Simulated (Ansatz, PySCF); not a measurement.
Species: CHF$_{2}$ (charge 0, doublet). It need not be the lowest isomer of its formula. 
Structure (B3LYP-D3(BJ)/def2-TZVP (Ansatz, a program for electronic structure) minimum search):
SMILES: F[CH]F
```xyz
4

C      0.0374     0.0032     0.5083
F     -0.0384     1.0965    -0.2444
F     -0.0849    -1.0976    -0.2269
H      0.8851    -0.0093     1.1920
```
Charge 0, spin multiplicity 2.

Dipole moments at this geometry, in debye (magnitudes).

```
level                program  dipole (D)
-------------------  -------  ----------
SVWN5/def2-TZVPD      Ansatz        1.28
BLYP/def2-TZVPD       Ansatz        1.27
M06-L/def2-TZVPD       PySCF        1.21
r2SCAN/def2-TZVPD      PySCF           …
B97M-V/def2-TZVPD     Ansatz        1.28
BHLYP/def2-TZVPD      Ansatz        1.52
r2SCANh/def2-TZVPD    Ansatz        1.37
r2SCAN0/def2-TZVPD    Ansatz        1.43
M06-2X/def2-TZVPD      PySCF        1.46
LC-wPBE/def2-TZVPD    Ansatz        1.42
wB97M-V/def2-TZVPD    Ansatz        1.37
wB97X-V/def2-TZVPD    Ansatz        1.39
CCSD(T)/aug-cc-pVDZ   Ansatz           …
```

Problem. Fill in the missing entries.

Solution. 
- r2SCAN/def2-TZVPD, dipole (D): 1.33
- CCSD(T)/aug-cc-pVDZ, dipole (D): 1.41
